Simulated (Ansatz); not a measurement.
We consider solid iodine, described by HSE06-D3(BJ) (Ansatz, a first-principles code, plane waves, PAW).

Run with plane-wave cutoff 520 eV, 6×6×2 k mesh (along the axes of the cell as run), scalar-relativistic PAW data made under PBE.

Computed at the level's own relaxed cell.

```yaml
crystal:
  lattice:
    - [3.56933, -2.26765, 0.00000]
    - [3.56933, 2.26765, 0.00000]
    - [0.00000, 0.00000, 9.62698]
  atoms:
    - { symbol: I, position: [0.15968, 0.84032, 0.88035] }
    - { symbol: I, position: [0.34032, 0.65968, 0.38035] }
    - { symbol: I, position: [0.65968, 0.34032, 0.61965] }
    - { symbol: I, position: [0.84032, 0.15968, 0.11965] }
```

Problem. Give the elastic tensor (Voigt notation, GPa, ions relaxed, in the Cartesian axes of the cell as printed).

Solution. 
```
   20.7     4.5    -1.1     0.0     0.0     0.0
    4.5    22.6    23.3     0.0     0.0     0.0
   -1.1    23.3    45.9     0.0     0.0     0.0
    0.0     0.0     0.0    30.5     0.0     0.0
    0.0     0.0     0.0     0.0     4.5     0.0
    0.0     0.0     0.0     0.0     0.0     8.4
```

Note: the dispersion coefficients are held fixed in the derivatives.
